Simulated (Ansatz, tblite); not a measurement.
# The cluster Rb2Br: a ladder of methods and basis sets

An exercise on one series of results from a longer session: the logs are not shown, and one member is left open.

Program: Ansatz 0.2.0, Gaussian basis. Level of theory: as each input shows. These are calculated values, not measurements.

Plan: GFN1-xTB, GFN2-xTB, PBE-D4/def2-TZVP, r2SCAN-D4/def2-TZVP, HSE06-D4/def2-TZVP, CAM-B3LYP-D4/def2-TZVP, HF/def2-TZVP, BLYP-D4/def2-TZVP, B3LYP-D4/def2-TZVP, PBE-D4/def2-SVP, PBE0-D4/def2-SVP, PBE0-D4/def2-TZVPD, PBE-D4/def2-TZVPD, r2SCAN-D4/def2-TZVPD, CCSD(T)/def2-TZVPP, MP2/def2-TZVP, RPA/def2-TZVP, CCSD(T)/def2-TZVPD.

3 further runs of the same task are left out: 3 set aside as unsound or not needed.

## The relaxed structure

The doublet was relaxed beforehand with PBE0-D4/def2-TZVP. At that level it is the lowest of the isomers that a small search found.

3 atoms, charge 0, spin multiplicity 2.

Bond lengths: Rb1–Br3 3.196 Å, Rb2–Br3 3.196 Å. Angles: Rb1–Br3–Rb2 87.0°.

Rb takes a core potential in the def2 sets. No spin-orbit coupling is included.

PBE0-D4/def2-TZVP was run before; its log isn't repeated, and its numbers join the tables.

The first run:

Tight binding, by tblite at 300 K electronic temperature and without a spin-polarisation term:

```python
tblite.interface.Calculator('GFN1-xTB', numbers, positions, charge=0, uhf=1).singlepoint()
```

Tight binding, by tblite at 300 K electronic temperature and without a spin-polarisation term:

```python
tblite.interface.Calculator('GFN2-xTB', numbers, positions, charge=0, uhf=1).singlepoint()
```

start.molden holds the orbitals of an earlier run on this state, given as this run's starting guess.

The input, in.yaml:

```yaml
crystal:
  periodic: [false, false, false]
  atoms:
    - {symbol: Rb, position_ang: [1.254733, 0.038956, 1.964281]}
    - {symbol: Rb, position_ang: [-1.741189, -1.164940, -1.022620]}
    - {symbol: Br, position_ang: [0.486457, 1.125985, -0.941651]}
basis:
  gaussian: {orbitals: def2-TZVP, initial_orbitals: start.molden}
magnetization: {spin_polarized: true, initial_magnetization: 1}
hamiltonian: {xc: pbe, dispersion: d4}
scf: {omitted_lower_state_checks: [starts]}
output: {orbitals: {seedname: orbitals}}
```

Run with:

```bash
ansatz run in.yaml --threads 4 --pin off --events-out ev --progress --plain --max-ram 3916MiB
```

Steps of the session up to this table: PBE-D4/def2-TZVP; r2SCAN-D4/def2-TZVP; HSE06-D4/def2-TZVP; CAM-B3LYP-D4/def2-TZVP; HF/def2-TZVP; BLYP-D4/def2-TZVP; B3LYP-D4/def2-TZVP; PBE-D4/def2-SVP; PBE0-D4/def2-SVP; PBE0-D4/def2-TZVPD; PBE-D4/def2-TZVPD; r2SCAN-D4/def2-TZVPD; CCSD(T)/def2-TZVPP; MP2/def2-TZVP; RPA/def2-TZVP; CCSD(T)/def2-TZVPD.

One of the session's tables, all rows but one given; the rest of the session is left out.

```
                 level  HOMO (eV)  LUMO (eV)  gap (eV)
          HF/def2-TZVP      -3.56      -0.09      3.47
       PBE-D4/def2-SVP      -2.37      -1.89      0.48
      PBE-D4/def2-TZVP      -2.36      -1.80      0.56
     PBE-D4/def2-TZVPD      -2.35      -1.79      0.56
     BLYP-D4/def2-TZVP      -2.26      -1.88      0.38
   r2SCAN-D4/def2-TZVP      -2.31      -1.53      0.79
  r2SCAN-D4/def2-TZVPD      -2.31      -1.52      0.79
    B3LYP-D4/def2-TZVP      -2.66      -1.63      1.02
      PBE0-D4/def2-SVP      -2.71      -1.34      1.37
     PBE0-D4/def2-TZVP      -2.71      -1.24      1.47
    PBE0-D4/def2-TZVPD      -2.70      -1.24      1.47
    HSE06-D4/def2-TZVP          ?          ?         ?
CAM-B3LYP-D4/def2-TZVP      -3.29      -0.97      2.33
```

Q: Estimate the row for HSE06-D4/def2-TZVP from the others.

As computed: HOMO (eV): -2.41; LUMO (eV): -1.54; gap (eV): 0.87. In the column «HOMO (eV)» it lies between B3LYP-D4/def2-TZVP (-2.66) and PBE-D4/def2-SVP (-2.37).
